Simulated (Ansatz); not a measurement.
Reaction (SMILES): [OH] (OH) → [OH-] (an electron is taken up)
B3LYP-D3(BJ)/def2-TZVP geometries, fixed; electronic energies without zero-point terms; positive where energy is released.

How fast the adiabatic electron affinity converges with the basis for several methods (Ansatz, an electronic-structure program): deviation from each method's own reference, in eV. References: CCSD(T) 1.833 eV, Hartree-Fock in aug-cc-pV5Z plus the correlation part extrapolated as X^-3 from aug-cc-pVQZ and aug-cc-pV5Z; MP2 2.193 eV, Hartree-Fock in aug-cc-pV5Z plus the correlation part extrapolated as X^-3 from aug-cc-pVQZ and aug-cc-pV5Z; PBE 1.981 eV, the value in aug-cc-pV5Z; PBE0 1.610 eV, the value in aug-cc-pV5Z; wB97M-V 1.733 eV, the value in aug-cc-pV5Z. Cartesian d functions, on some or all atoms, in 6-31G*, 6-31+G*; all else is spherical. In correlated methods cores are frozen. Open shells are unrestricted. No added dispersion term, no relativity. Functionals ending in -V hold VV10 correlation. 

| basis | functions | CCSD(T) | MP2 | PBE | PBE0 | wB97M-V |
|---|---|---|---|---|---|---|
| 3-21G | 11 | -4.070 | -4.366 | -3.688 | -3.270 | -3.429 |
| def2-SV(P) | 16 | -2.379 | -2.552 | -2.170 | -1.825 | -1.916 |
| 6-31G* | 17 | -2.255 | -2.410 | -2.094 | -1.768 | -1.854 |
| def2-SVP | 19 | -2.319 | -2.493 | -2.164 | -1.830 | -1.917 |
| 6-31+G* | 21 | -0.546 | -0.596 | -0.178 | -0.115 | -0.091 |
| 6-311++G(2d,2p) | 37 | -0.343 | -0.378 | -0.124 | -0.067 | -0.048 |
| def2-TZVP | 37 | -0.904 | -0.991 | -0.800 | -0.630 | -0.663 |
| cc-pVTZ | 44 | -1.289 | -1.412 | -1.269 | -1.044 | -1.118 |
| def2-TZVPP | 45 | -0.851 | -0.939 | -0.791 | -0.621 | -0.654 |
| def2-TZVPD | 49 | -0.152 | -0.189 | -0.011 | -0.004 | 0.000 |
| def2-TZVPPD | 57 | -0.131 | -0.165 | -0.007 | 0.000 | 0.005 |
| aug-pcseg-3 | 134 | -0.051 | -0.075 | 0.023 | 0.010 | 0.007 |

Mean absolute deviation over 6-311++G(2d,2p), def2-TZVP, cc-pVTZ, def2-TZVPP, def2-TZVPD, def2-TZVPPD: PBE0 0.394, wB97M-V 0.415, PBE 0.500, CCSD(T) 0.612, MP2 0.679 eV.
